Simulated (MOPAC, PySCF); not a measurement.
Acid–base and redox partners of F. Isolated molecules, 0 K electronic values unless said otherwise. Strings in code marks are SMILES.

Quantity: vertical ionisation energy (energy after one electron is removed minus that of the parent at the parent's geometry), in eV.

Level 1: M06-2X/def2-TZVP (PySCF)
Level 2: PBE-D3(BJ)/def2-TZVP // M06-2X/def2-TZVP (PySCF)
Level 3: minus the HOMO energy of M06-2X/def2-TZVP (PySCF)
Level 4: minus the HOMO energy of PM3 // M06-2X/def2-TZVP (MOPAC)

| species | level 1 | level 2 | level 3 | level 4 |
|---|---|---|---|---|
| `F` | 16.14 | 16.22 | 13.97 | 16.19 |
| `[FH2+]` | 29.02 | 29.10 | 26.69 | 27.72 |
